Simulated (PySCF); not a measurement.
AlCl3, SMILES [Cl][Al]([Cl])[Cl].

The structure is a stationary point at B3LYP-D3(BJ)/def2-SVP. The isomer is the one that the SMILES or the coordinates give; other isomers of the formula were not compared.

These are CAM-B3LYP/def2-TZVPD (PySCF) values and carry that method's errors.

Gas-phase values at a fixed geometry.

The total energy comes out as -1623.34432 hartree. The point group is D3h. The highest occupied level is -10.79 eV and the lowest empty level is -0.77 eV. The orbital gap is 10.02 eV. The dipole moment is 0.00 D. The quadrupole, principal values (traceless, Buckingham form, about the centre of nuclear charge) is -3.28, -3.28, 6.57 D·Å and the mean static polarisability is 63.5 bohr³ (9.41 Å³). The polarisability, principal values is 50.9, 69.8, 69.8 bohr³.
